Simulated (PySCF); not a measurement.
Gas-phase reaction: AlCH₃ + AlH(CH₃)₂ → AlH + Al(CH₃)₃

Method: PySCF energies plus ideal-gas RRHO corrections (1 bar). † marks an energy on the PBE0/def2-TZVP geometry and frequencies; other levels use their own. 6-31G* has spherical d functions here. All species are closed-shell singlets. B3LYP is the form with VWN-RPA correlation. Methyl groups turn as free rotors in AlH(CH₃)₂, Al(CH₃)₃. AlCH₃, AlH(CH₃)₂: computed as isolated molecules; such fragments, hydroxides, amides, oligomers or adducts are transient or little studied in the gas. The harmonic model lacks anharmonicity and excited electronic states, which grow with temperature; levels with a mode under 35 cm⁻¹ are left out.

| level | ΔE electronic, kJ | ΔH°(298 K), kJ | ΔS°(298 K), J/K | ΔG°(1000 K), kJ |
|---|---|---|---|---|
| B3LYP/6-31G* | 9 | 8 | -15 | 23 |
| BLYP/def2-TZVP† | 11 | 10 | -15 | 25 |
| M06-2X/def2-TZVP† | 8 | 7 | -15 | 21 |
| PBE/def2-TZVP† | 12 | 10 | -15 | 25 |
| PBE0/def2-QZVP† | 11 | 10 | -15 | 24 |
| ωB97M-V/def2-TZVP† | 7 | 6 | -15 | 21 |
ΔH° is lowest at ωB97M-V/def2-TZVP† and highest at PBE/def2-TZVP†. No reference value is set beside these.
